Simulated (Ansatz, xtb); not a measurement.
**Relative energy of two isomers of C5H10F+**

We compare X, `C[C+](F)C(C)C`, a singlet, with Y, `CC[C+](F)CC`, a singlet. Both are isolated ions in the gas phase, relaxed with PBE-D3(BJ)/def2-SVP, each in the lowest conformer that the search found.

Quicker runs give these differences E(Y) − E(X): GFN2-xTB +2.51 kcal/mol; HF/STO-3G −2.17 kcal/mol (at GFN2-xTB geometries); r2SCAN-D4/def2-SVP +0.62 kcal/mol (at GFN2-xTB geometries).

Task: Which of the two would you expect CCSD(T)/def2-SVP + ΔMP2/def2-TZVPP electronic energies to favour?

Result: Not settled: CCSD(T)/def2-SVP + ΔMP2/def2-TZVPP gives E(Y) − E(X) = +1.41 kcal/mol, but this leans on the basis-set step: CCSD(T) alone gives +0.39 kcal/mol.

How the difference moves with the method:

| level | geometry | E(Y) − E(X) (kcal/mol) | departure from the last row (kcal/mol) | job, with rough time for the two |
| --- | --- | --- | --- | --- |
| GFN2-xTB | GFN2-xTB | +2.51 | +1.10 | optimisation, 0.6 s |
| HF/STO-3G | GFN2-xTB | −2.17 | −3.58 | single point, 0.57 s |
| r2SCAN-D4/def2-SVP | GFN2-xTB | +0.62 | −0.79 | single point, 4.2 s |
| PBE-D3(BJ)/def2-SVP | PBE-D3(BJ)/def2-SVP | −0.47 | −1.89 | optimisation, 82 s |
| HF/def2-SVP | PBE-D3(BJ)/def2-SVP | −1.59 | −3.00 | part of the CCSD(T) run |
| MP2/def2-SVP | PBE-D3(BJ)/def2-SVP | +0.90 | −0.52 | part of the CCSD(T) run |
| CCSD(T)/def2-SVP | PBE-D3(BJ)/def2-SVP | +0.39 | −1.02 | single point |
| CCSD(T)/def2-SVP + ΔMP2/def2-TZVPP | PBE-D3(BJ)/def2-SVP | +1.41 |  | single point, 91 s |

As drawn, both hold the same kinds of bond in the same numbers. Structure X has 3 methyl groups, Y 2.

HF/STO-3G, HF/def2-SVP put the two in the other order. PBE-D3(BJ)/def2-SVP, CCSD(T)/def2-SVP find them nearly level. The largest departure from CCSD(T)/def2-SVP + ΔMP2/def2-TZVPP is that of HF/STO-3G, 3.58 kcal/mol. The last row adds to CCSD(T) the change of the MP2 difference between the two basis sets, here +1.02 kcal/mol.

With harmonic frequencies from PBE-D3(BJ)/def2-SVP (ideal gas, rigid rotor, one conformer each, 298.15 K, 1 atm): the zero-point term adds −0.04 kcal/mol; ΔH is +1.33 and ΔG +1.62 kcal/mol.

The correlated steps freeze 6 core orbitals. Programs: Ansatz 0.2.0, xtb 6.7.1; the last row on 2 threads of Intel(R) Xeon(R) Processor @ 2.70GHz on a shared host.
